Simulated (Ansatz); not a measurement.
# Grey arsenic (A7) under RPBE: structure, energy and stiffness

Aim: take arsenic in the grey arsenic (A7) structure, relax it, solve it on a dense k-mesh, switch on spin-orbit coupling, then scale the cell to 7 volumes from 88 to 112 % of the relaxed one and try a fit of the equation of state. The k-meshes are 10×10×10 for the relaxation; 17×17×17 for the dense run; 10×10×10 for spin-orbit coupling; 17×17×17 for the volumes. The starting cell is the deposited one, from the Crystallography Open Database.

Computed with Ansatz 0.2.0 (DFT RPBE, plane waves (420 eV) with PAW, scalar-relativistic; PAW files made under PBE, frozen cores solved again for the functional, unless a step says otherwise).

**1. The starting structure**

The structure is trigonal, space group R-3m (No. 166). The conventional cell has a = 3.762 Å, b = 3.762 Å, c = 10.542 Å, α = 90.00°, β = 90.00°, γ = 120.00°. Around As (site symmetry 3m) lie 3 As at 2.51 Å.

Coordinates:

```
As
1.0
     1.88080    1.08588    3.51406
    -1.88080    1.08588    3.51406
     0.00000   -2.17176    3.51406
As
2
Cartesian
  0.0000 0.0000 8.1597
  0.0000 0.0000 2.3825
```

**2. Geometry optimisation**

File input.yaml:

```yaml
crystal:
  lattice:
    - [1.8807975058, 1.0858789463, 3.5140618606]
    - [-1.8807975058, 1.0858789463, 3.5140618606]
    - [0.0, -2.1717578925, 3.5140618606]
  atoms:
    - { symbol: As, position: [0.774, 0.774, 0.774] }
    - { symbol: As, position: [0.226, 0.226, 0.226] }
hamiltonian:
  xc: rpbe
  pseudopotentials:
    kind: paw
    azcp:
      As: "pseudopotentials/As.paw.azcp"
basis:
  ecutwfc: 420
  fft_grid_basis: typed
kpoints:
  mp_grid: { grid: [10, 10, 10], shift: [0, 0, 0] }
magnetization:
  spin_polarized: false
scf:
  occupations: { method: fermi_dirac, width: 0.1 }
relax:
  max_steps: 60
  f_tol: 0.01
  cell: {}
```

Further steps of the session: The energy on a finer k-mesh; Spin-orbit coupling switched on; The cell scaled to 88 % of its volume; The cell scaled to 92 % of its volume; The cell scaled to 96 % of its volume; The cell scaled to 100 % of its volume; The cell scaled to 104 % of its volume; The cell scaled to 108 % of its volume; The cell scaled to 112 % of its volume.

Q: Predict the outcome of this session. Wanted: space group; conventional cell; volume; shortest distance; gap on the mesh; gap with spin-orbit coupling, on another mesh; V₀, B₀, B₀′.

**Answer**, as computed:

| quantity | value |
| --- | --- |
| space group (spins left aside) | R-3m (No. 166) |
| conventional cell | a = 3.647 Å, c = 20.776 Å (c/a = 5.696) |
| volume | 39.891 Å³/atom |
| shortest distance | 2.523 Å |
| against the deposited volume | +85.3 % (21.530 Å³/atom) |
| gap on the mesh | 1.66 eV |
| gap with spin-orbit coupling, on another mesh | 1.53 eV |
| V₀, B₀, B₀′ | 39.896 Å³/atom, 34 GPa, 4.2 |

In words: The relaxed volume lies 85.3 % above the deposited cell. No dispersion term holds the layers, chains or molecules together, so the cell swells. It has a gap of 1.66 eV on the mesh. Real arsenic in this structure is a semimetal; the gap seen here comes from the mesh, the geometry or the functional. With spin-orbit coupling the gap goes from 1.66 to 1.53 eV; the two meshes hold different k-points, and a band edge that one misses the other may hit, so the change says little about spin-orbit coupling. Totals with and without spin-orbit coupling (-0.13 eV/atom apart) can't be read as binding, since the two-component data shift the zero of energy. B₀ comes out at 34 GPa; even scaling stretches the bonds with the cell, so it lies well above the modulus that a cell free to change shape would show.
